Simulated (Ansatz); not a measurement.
# Phonon frequency of some cubic solids

Method: LC-ωPBE (plane waves, PAW; Ansatz, an electronic-structure program). References are measured values at room or unstated temperature, uncorrected unless marked, so that the deviations hold thermal and zero-point effects besides the level's error. The table is a random draw of 10 from 34 values with such references.

Values in cm⁻¹.

| solid | reference | LC-ωPBE | deviation (%) |
|---|---|---|---|
| diamond-structure Si (X TA) | 150 | 168 | +12.0 |
| zinc-blende GaAs (X LO) | 240 | 259 | +7.9 |
| zinc-blende GaSb (X LA) | 166 | 182 | +9.6 |
| zinc-blende GaSb (X TO) | 212 | 234 | +10.4 |
| zinc-blende GaSb (L TO) | 216 | 245 | +13.4 |
| zinc-blende InP (L LA) | 167 | 180 | +7.8 |
| zinc-blende InP (L TA) | 55 | 62 | +12.7 |
| diamond-structure Ge (L LO) | 245 | 271 | +10.6 |
| diamond-structure Ge (X TA) | 80 | ? | ? |
| zinc-blende GaSb (L LA) | 153 | 176 | +15.0 |

Question: Estimate the withheld LC-ωPBE value.

Answer: The deviations of the other rows run from +7.8 % to +15.0 %, with a median of +10.6 %; carried to the reference 80 it gives 88 cm⁻¹. The run gives 97 cm⁻¹ (+21 %), +10.2 % from the estimate, outside the range of the other rows; the row was drawn at random, and such an estimate is rough. Over these 10 values the mean deviation is +12.1 %, the mean absolute deviation 12.1 % (median 11.3 %), and the worst case diamond-structure Ge (X TA) at +21 %; the value is above the reference in 10 of 10 cases. Over all 34, from unrounded values, the mean deviation is +11.0 % and the mean absolute deviation 11.0 % (median 10.3 %).

Spin–orbit coupling is left out, also for the solids with elements from indium on (zinc-blende GaSb, zinc-blende InP); its size isn't shown.

Differences are worked out from the printed values.

Each level is taken at its own relaxed cell. Ansatz's density-functional and Hartree–Fock values are scalar-relativistic unless marked +SOC, with PAW data made under PBE.

Not in this set, of the solids of all kinds but layered and molecular ones with a reference value in our tables and a result at some level: 56 for no value at LC-ωPBE (not run, a failed fit, an unstable or unbound cell, or a value held back for tests); 16 for a reference of another kind, counted apart; 8 for a run that failed a test (LC-ωPBE). These can be a level's best or worst cases. At least 16 more with a reference value are held back for tests. Solids without a released value at any level aren't counted. The metals Ce to Yb are counted apart.

References as tabulated in Giannozzi et al., Phys. Rev. B (1991); Ioffe Institute, NSM Archive: InP, mechanic properties page; Ioffe Institute, NSM Archive: GaSb, mechanic properties page; Yang et al. (2021), arXiv:2106.07201.
